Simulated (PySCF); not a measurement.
# C3H5N3: the cost of one run

Programs: PySCF 2.14.0, with density-fitted response routines of our own. Each step states its level of theory. These are calculated values for one molecule in the gas phase, unless marked as measured. Atoms are numbered from 0 throughout.

## (1) Starting geometry

11 atoms, charge 0, multiplicity 1; geometry from: GFN2-xTB. The atoms were then displaced at random by about 0.01 Å, so the start is not that level's minimum.

Bonds of the start (Å): C0–N1 1.40, N1–C2 1.34, C2–C3 1.42, C3–N4 1.36, N4–N5 1.28, N5–N1 1.32, C0–H6 1.10, C0–H7 1.12, C0–H8 1.07, C2–H9 1.07, C3–H10 1.03.

## (2) Geometry optimisation at PBE0-D3(BJ)/def2-SVP

What the job is given:

```
{"job": {"xc": "PBE0", "basis": "def2-SVP", "d3": "d3bj", "grid": 1, "shake": 0.01, "kind": "geom"}, "charge": 0, "multiplicity": 1}
C     -1.634510     0.011410     0.115110
N     -0.250250    -0.198870     0.015600
C      0.736360     0.709850    -0.061340
C      1.930380    -0.050570    -0.137280
N      1.527920    -1.354110    -0.120080
N      0.254210    -1.416890    -0.021770
H     -1.872690     0.664350     0.972820
H     -2.009180     0.529010    -0.798770
H     -2.142920    -0.924570     0.244740
H      0.584460     1.765560    -0.027970
H      2.914340     0.239010    -0.196710
```

On the command line:

```sh
$ OMP_NUM_THREADS=1 python probes_run.py task.json out
```

One launch serves the whole session: the jobs run in the order shown.

Q: Estimate the wall time and peak memory of this first job on 1 thread of Intel Xeon Platinum 8259CL at 2.50GHz, shared host.

About 50 s, with a peak of 0.46 GiB.
